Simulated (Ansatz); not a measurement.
A trace of molecular dynamics of H$_{7}$OPSi (10 atoms, charge 0, multiplicity 1).

Computed with RKS LDA/6-31G* in Ansatz 0.2.0.

| Item | Value |
| --- | --- |
| ensemble | NVE (velocity Verlet) |
| starting velocities drawn for | 100 K |
| seed | 4547 |

```tsv
time (fs)	T (K)	potential energy less start (eV)	conserved less start (meV/atom)
0.0	100	0.000	0.00
4.0	81	0.020	0.02
8.0	99	0.001	0.02
12.0	190	-0.093	0.03
16.0	340	-0.248	0.01
20.0	590	-0.507	-0.02
24.0	808	-0.732	0.00
28.0	981	-0.911	-0.04
32.0	1029	-0.960	0.02
36.0	1168	-1.105	-0.01
40.0	1297	-1.237	0.00
44.0	1388	-1.332	-0.02
48.0	1342	-1.284	-0.01
52.0	1289	-1.230	0.03
56.0	1383	-1.327	-0.02
60.0	1393	-1.337	0.01
64.0	1383	-1.327	-0.03
68.0	1288	-1.229	0.02
72.0	1341	-1.284	-0.02
76.0	1326	-1.268	0.01
80.0	1293	-1.234	0.01
84.0	1271	-1.211	0.01
88.0	1285	-1.225	0.00
92.0	1268	-1.208	-0.02
96.0	1202	-1.140	0.02
100.0	1264	-1.204	-0.02
```

**Question.** Is this trajectory sound?

**Answer.** The conserved energy stayed within 0.046 meV per atom of its start (net change -0.025 meV per atom), so the integration is sound. The kinetic energy rose, since the run started high on the potential surface and went downhill. It ends in pieces (H3P + H4OSi), so much of that is their flight and rotation, not heat. A run of 0.1 ps of so small a system gives no equilibrium averages. The orbitals stay closed-shell, which can raise the energy where a bond breaks towards radicals; this wasn't checked here. The time step was 0.5 fs.

Time of the run: 4.4 min on 1 thread of Arm Neoverse V1 (shared host), peak memory 0.12 GiB.
